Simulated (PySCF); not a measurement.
# Atomic charges against the basis set

Species: C₄H₃FN (charge -1).
Bonds: F1–C2, C2–C3 (aromatic), C3–C4 (aromatic), C4–C5 (aromatic), C5–N6 (aromatic), C2–N6 (aromatic). Hydrogens: H7 on C3; H8 on C4; H9 on C5.

PBE0 throughout (PySCF), one geometry, spherical d and f functions. Geometry: PBE0-D3(BJ)/def2-SVP; no solvent, vibrations or thermal averaging. The first 7 of 9 kinds of atom are listed.

Mulliken charges (e):

```json
{"basis": "STO-3G", "functions": "33", "F1": "-0.157", "C2": "+0.061", "C3": "-0.218", "C4": "-0.189", "C5": "-0.112", "N6": "-0.382", "H7": "+0.002"}
{"basis": "6-31G", "functions": "60", "F1": "-0.385", "C2": "+0.295", "C3": "-0.258", "C4": "-0.244", "C5": "-0.107", "N6": "-0.497", "H7": "+0.071"}
{"basis": "pcSseg-0", "functions": "60", "F1": "-0.414", "C2": "+0.471", "C3": "-0.340", "C4": "-0.372", "C5": "-0.019", "N6": "-0.748", "H7": "+0.147"}
{"basis": "6-31G*", "functions": "90", "F1": "-0.384", "C2": "+0.397", "C3": "-0.322", "C4": "-0.239", "C5": "-0.098", "N6": "-0.514", "H7": "+0.059"}
{"basis": "def2-SVP", "functions": "99", "F1": "-0.283", "C2": "+0.193", "C3": "-0.211", "C4": "-0.105", "C5": "-0.048", "N6": "-0.306", "H7": "-0.079"}
{"basis": "cc-pVDZ", "functions": "99", "F1": "-0.248", "C2": "+0.131", "C3": "-0.154", "C4": "-0.106", "C5": "-0.018", "N6": "-0.317", "H7": "-0.095"}
{"basis": "pcSseg-1", "functions": "117", "F1": "-0.341", "C2": "+0.360", "C3": "-0.302", "C4": "-0.229", "C5": "-0.019", "N6": "-0.496", "H7": "+0.012"}
{"basis": "aug-cc-pVDZ", "functions": "165", "F1": "-0.602", "C2": "+0.313", "C3": "+0.438", "C4": "+0.768", "C5": "-0.068", "N6": "-0.491", "H7": "-0.469"}
{"basis": "6-311+G(2d,p)", "functions": "180", "F1": "-0.389", "C2": "+0.303", "C3": "-0.143", "C4": "-0.268", "C5": "-0.125", "N6": "-0.495", "H7": "+0.042"}
{"basis": "def2-TZVP", "functions": "204", "F1": "-0.264", "C2": "+0.178", "C3": "-0.332", "C4": "-0.190", "C5": "-0.168", "N6": "-0.298", "H7": "+0.035"}
{"basis": "cc-pVTZ", "functions": "222", "F1": "-0.239", "C2": "+0.154", "C3": "-0.355", "C4": "-0.218", "C5": "-0.181", "N6": "-0.254", "H7": "+0.042"}
{"basis": "IGLO-III", "functions": "240", "F1": "-0.296", "C2": "+0.255", "C3": "-0.284", "C4": "-0.212", "C5": "-0.088", "N6": "-0.417", "H7": "+0.024"}
```

IAO charges (e):

| basis | functions | F1 | C2 | C3 | C4 | C5 | N6 | H7 |
| --- | --- | --- | --- | --- | --- | --- | --- | --- |
| STO-3G | 33 | -0.171 | +0.080 | -0.316 | -0.271 | -0.194 | -0.349 | +0.077 |
| 6-31G | 60 | -0.314 | +0.242 | -0.348 | -0.290 | -0.173 | -0.421 | +0.108 |
| pcSseg-0 | 60 | -0.299 | +0.234 | -0.349 | -0.290 | -0.169 | -0.418 | +0.104 |
| 6-31G* | 90 | -0.322 | +0.285 | -0.352 | -0.287 | -0.151 | -0.444 | +0.097 |
| def2-SVP | 99 | -0.322 | +0.282 | -0.354 | -0.288 | -0.152 | -0.434 | +0.097 |
| cc-pVDZ | 99 | -0.322 | +0.284 | -0.358 | -0.292 | -0.156 | -0.434 | +0.100 |
| pcSseg-1 | 117 | -0.327 | +0.286 | -0.361 | -0.296 | -0.157 | -0.442 | +0.106 |
| aug-cc-pVDZ | 165 | -0.333 | +0.294 | -0.368 | -0.303 | -0.161 | -0.455 | +0.115 |
| 6-311+G(2d,p) | 180 | -0.334 | +0.294 | -0.367 | -0.303 | -0.160 | -0.456 | +0.114 |
| def2-TZVP | 204 | -0.334 | +0.298 | -0.366 | -0.300 | -0.158 | -0.453 | +0.111 |
| cc-pVTZ | 222 | -0.332 | +0.296 | -0.365 | -0.299 | -0.158 | -0.449 | +0.109 |
| IGLO-III | 240 | -0.334 | +0.296 | -0.368 | -0.303 | -0.160 | -0.455 | +0.115 |

Hirshfeld charges (e):

```csv
basis,functions,F1,C2,C3,C4,C5,N6,H7
STO-3G,33,-0.118,0.000,-0.194,-0.166,-0.115,-0.336,-0.021
6-31G,60,-0.173,+0.016,-0.199,-0.178,-0.124,-0.334,0.000
pcSseg-0,60,-0.165,+0.013,-0.206,-0.182,-0.128,-0.315,-0.003
6-31G*,90,-0.164,+0.019,-0.200,-0.179,-0.125,-0.332,-0.004
def2-SVP,99,-0.163,+0.019,-0.206,-0.182,-0.127,-0.311,-0.007
cc-pVDZ,99,-0.157,+0.012,-0.205,-0.182,-0.129,-0.304,-0.009
pcSseg-1,117,-0.167,+0.020,-0.204,-0.182,-0.128,-0.318,-0.005
aug-cc-pVDZ,165,-0.169,+0.018,-0.200,-0.182,-0.132,-0.317,-0.003
"6-311+G(2d,p)",180,-0.170,+0.015,-0.201,-0.184,-0.133,-0.320,+0.001
def2-TZVP,204,-0.169,+0.017,-0.202,-0.183,-0.131,-0.318,-0.003
cc-pVTZ,222,-0.167,+0.018,-0.203,-0.182,-0.130,-0.315,-0.005
IGLO-III,240,-0.169,+0.017,-0.201,-0.181,-0.131,-0.318,-0.003
```

ESP-fitted charges (e):

| basis | functions | F1 | C2 | C3 | C4 | C5 | N6 | H7 |
| --- | --- | --- | --- | --- | --- | --- | --- | --- |
| STO-3G | 33 | -0.205 | +0.335 | -0.361 | -0.276 | -0.020 | -0.580 | +0.057 |
| 6-31G | 60 | -0.334 | +0.535 | -0.430 | -0.403 | -0.001 | -0.682 | +0.124 |
| pcSseg-0 | 60 | -0.340 | +0.591 | -0.509 | -0.406 | -0.022 | -0.689 | +0.154 |
| 6-31G* | 90 | -0.262 | +0.398 | -0.398 | -0.385 | -0.042 | -0.600 | +0.110 |
| def2-SVP | 99 | -0.283 | +0.428 | -0.413 | -0.391 | -0.042 | -0.586 | +0.113 |
| cc-pVDZ | 99 | -0.265 | +0.387 | -0.402 | -0.391 | -0.060 | -0.557 | +0.110 |
| pcSseg-1 | 117 | -0.297 | +0.485 | -0.456 | -0.427 | -0.045 | -0.623 | +0.138 |
| aug-cc-pVDZ | 165 | -0.336 | +0.561 | -0.426 | -0.442 | -0.058 | -0.644 | +0.122 |
| 6-311+G(2d,p) | 180 | -0.328 | +0.543 | -0.438 | -0.456 | -0.078 | -0.635 | +0.136 |
| def2-TZVP | 204 | -0.307 | +0.495 | -0.436 | -0.434 | -0.064 | -0.615 | +0.131 |
| cc-pVTZ | 222 | -0.293 | +0.459 | -0.422 | -0.416 | -0.055 | -0.601 | +0.122 |
| IGLO-III | 240 | -0.320 | +0.529 | -0.435 | -0.438 | -0.059 | -0.635 | +0.128 |

Which scheme is steadiest as the basis changes?

Largest range over the bases for any column: Hirshfeld 0.06 e, IAO 0.22 e, ESP-fitted 0.26 e, Mulliken 1.14 e. Hirshfeld charges move least and Mulliken charges most, counted in e. Without the minimal STO-3G basis the ranges are Hirshfeld 0.03, IAO 0.06, ESP-fitted 0.20, Mulliken 1.14 e.

How much do the charges still move between the two largest bases, cc-pVTZ and IGLO-III?

At most, over all atoms: Mulliken 0.164 e, IAO 0.007 e, Hirshfeld 0.003 e, ESP-fitted 0.070 e.

What do the same runs give for the total energy and the frontier levels?

```csv
basis,energy (Eh),HOMO (eV),LUMO (eV)
STO-3G,-304.3525,3.72,12.51
6-31G,-308.3925,0.18,7.97
pcSseg-0,-307.7736,-0.08,7.66
6-31G*,-308.4711,0.48,8.12
def2-SVP,-308.2599,0.13,7.23
cc-pVDZ,-308.5053,0.26,7.26
pcSseg-1,-308.4604,-0.09,6.50
aug-cc-pVDZ,-308.5392,-0.35,3.14
"6-311+G(2d,p)",-308.5880,-0.34,4.05
def2-TZVP,-308.6133,-0.17,6.40
cc-pVTZ,-308.5982,-0.06,6.21
IGLO-III,-308.6200,-0.29,5.47
```

Where the HOMO energy of this anion is positive, the outermost electrons may be held by the finite basis alone.
